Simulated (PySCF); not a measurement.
Species: C₃H₄.
Numbering: `[CH:1]1=[CH:2][CH2:3]1` (hydrogens: H4 on C1; H5 on C2; H6, H7 on C3)

A GFN2-xTB structure was refined with PBE0-D3(BJ)/def2-SVP geometry optimisation, gas phase (PySCF 2.14.0). Its GFN2-xTB values:

```tsv
coordinate	GFN2-xTB
C1=C2	1.297 Å
C1–C3	1.500 Å
C1–H4	1.062 Å
C2–H5	1.062 Å
C3–H6	1.085 Å
C1–C3–C2	51.2°
C2–C1–C3	64.4°
C2–C1–H4	151.1°
C2–C3–H6	119.7°
C3–C1–H4	144.5°
H6–C3–H7	113.4°
```

How do these coordinates change at the PBE0-D3(BJ)/def2-SVP level?

```
coordinate  PBE0-D3(BJ)/def2-SVP (Å or °)  change
     C2–H5                          1.087  +0.025
     C1–H4                          1.087  +0.025
     C3–H6                          1.102  +0.017
     C1=C2                          1.297   0.000
     C1–C3                          1.500   0.000
  C3–C1–H4                          145.6    +1.1
  C2–C1–H4                          150.0    -1.1
  H6–C3–H7                          112.9    -0.5
  C2–C3–H6                          119.9    +0.2
  C2–C1–C3                           64.4     0.0
  C1–C3–C2                           51.2     0.0
```

The energy falls by 0.036 eV over 4 energy and gradient evaluations, the largest force component goes from 0.0169 to 8.8e-05 Eh/bohr, and the atoms move by 0.019 Å rms after alignment. Among the bonds, C1–H4 and C2–H5 change most and about equally (+0.025 Å). Bonds longer at the end by more than 0.005 Å: 4 of 7; shorter: 0. Rotational constants go from 30143, 22301, 13995 to 29930, 22066, 13889 MHz.

The run used 62 basis functions and 22 SCF cycles in all. Hardware: one thread of an Arm Neoverse V1, no GPU, shared host with 64 logical CPUs at a one-minute load of 32. Cost: 3.1 s of wall time, 0.30 GiB resident at most.

Whether it is a minimum is left open (no frequencies).
